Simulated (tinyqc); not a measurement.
Inside a calculation. Method: G0W0 on RHF in the sto-6g basis, for LiH, spin multiplicity 1. One step of it, computed by the program tinyqc.

Task: Iteration 1: building the Fock matrix. J_ij = sum D_kl (ij|kl), K_ij = sum D_kl (ik|jl); F = H + J - 0.5 K; E = tr D H + tr D J / 2 - 0.25 tr D K + E_nn.

D at the start, lower triangle:
```
            1Li 1s     1Li 2s   1Li 2px   1Li 2py   1Li 2pz     2H 1s
1Li 1s    2.075362
1Li 2s   -0.222519   1.015690
1Li 2px   0.000000   0.000000  0.000000
1Li 2py   0.000000   0.000000  0.000000  0.000000
1Li 2pz   0.005176  -0.003749  0.000000  0.000000  0.003863
2H 1s    -0.016031   0.094100  0.000000  0.000000  0.058189  0.900661
```

core Hamiltonian H = T + V (hartree), lower triangle:
```
            1Li 1s     1Li 2s    1Li 2px    1Li 2py    1Li 2pz      2H 1s
1Li 1s   -4.724020
1Li 2s   -1.003585  -1.349553
1Li 2px   0.000000   0.000000  -1.109275
1Li 2py   0.000000   0.000000   0.000000  -1.109275
1Li 2pz  -0.011647  -0.102646   0.000000   0.000000  -1.189498
2H 1s    -0.144314  -0.508088   0.000000   0.000000  -0.664490  -1.291368
```

Two-electron integrals (ij|kl) in chemists' order, unique and non-zero (hartree):
```
(11|11) 1.681247   (21|11) 0.242603   (21|21) 0.044507   (22|11) 0.397190
(22|21) 0.090279   (22|22) 0.290625   (31|31) 0.009437   (32|31) 0.014261
(32|32) 0.064236   (33|11) 0.397190   (33|21) 0.090279   (33|22) 0.290625
(33|33) 0.313125   (41|41) 0.009437   (42|41) 0.014261   (42|42) 0.064236
(43|43) 0.016875   (44|11) 0.397190   (44|21) 0.090279   (44|22) 0.290625
(44|33) 0.279374   (44|44) 0.313125   (51|51) 0.009437   (52|51) 0.014261
(52|52) 0.064236   (53|53) 0.016875   (54|54) 0.016875   (55|11) 0.397190
(55|21) 0.090279   (55|22) 0.290625   (55|33) 0.279374   (55|44) 0.279374
(55|55) 0.313125   (61|11) 0.033699   (61|21) 0.006075   (61|22) 0.012531
(61|33) 0.012352   (61|44) 0.012352   (61|51) 0.000816   (61|52) 0.001683
(61|55) 0.012889   (61|61) 0.000920   (62|11) 0.104978   (62|21) 0.024308
(62|22) 0.085927   (62|33) 0.081207   (62|44) 0.081207   (62|51) 0.004072
(62|52) 0.026223   (62|55) 0.095365   (62|61) 0.004064   (62|62) 0.045844
(63|31) 0.001770   (63|32) 0.008753   (63|53) 0.003713   (63|63) 0.002780
(64|41) 0.001770   (64|42) 0.008753   (64|54) 0.003713   (64|64) 0.002780
(65|11) 0.136217   (65|21) 0.031805   (65|22) 0.115825   (65|33) 0.107884
(65|44) 0.107884   (65|51) 0.006335   (65|52) 0.040581   (65|55) 0.131706
(65|61) 0.005514   (65|62) 0.067279   (65|65) 0.099710   (66|11) 0.273363
(66|21) 0.064325   (66|22) 0.250255   (66|33) 0.228576   (66|44) 0.228576
(66|51) 0.011405   (66|52) 0.093100   (66|55) 0.293614   (66|61) 0.011212
(66|62) 0.172265   (66|65) 0.261058   (66|66) 0.774999
```

nuclear repulsion = 0.82085400 hartree

Give: Coulomb J; exchange K; Fock matrix F; total energy of this density.

Result:

Coulomb J (hartree), lower triangle:
```
         1Li 1s  1Li 2s  1Li 2px  1Li 2py  1Li 2pz  2H 1s
1Li 1s    4.067
1Li 2s    0.642   1.335
1Li 2px   0.000   0.000    1.314
1Li 2py   0.000   0.000    0.000    1.314
1Li 2pz   0.012   0.093    0.000    0.000    1.378
2H 1s     0.091   0.466    0.000    0.000    0.646  1.554
```

exchange K (hartree), lower triangle:
```
         1Li 1s  1Li 2s  1Li 2px  1Li 2py  1Li 2pz  2H 1s
1Li 1s    3.427
1Li 2s    0.503   0.407
1Li 2px   0.000   0.000    0.083
1Li 2py   0.000   0.000    0.000    0.083
1Li 2pz   0.009   0.081    0.000    0.000    0.192
2H 1s     0.084   0.283    0.000    0.000    0.300  0.807
```

Fock matrix F (hartree), lower triangle:
```
         1Li 1s  1Li 2s  1Li 2px  1Li 2py  1Li 2pz   2H 1s
1Li 1s   -2.371
1Li 2s   -0.613  -0.218
1Li 2px   0.000   0.000    0.163
1Li 2py   0.000   0.000    0.000    0.163
1Li 2pz  -0.004  -0.050    0.000    0.000    0.092
2H 1s    -0.095  -0.183    0.000    0.000   -0.169  -0.141
```

total energy of this density = -7.73413 hartree

This density is the starting one; it is not idempotent, so its energy is not variational and may lie below the converged one.
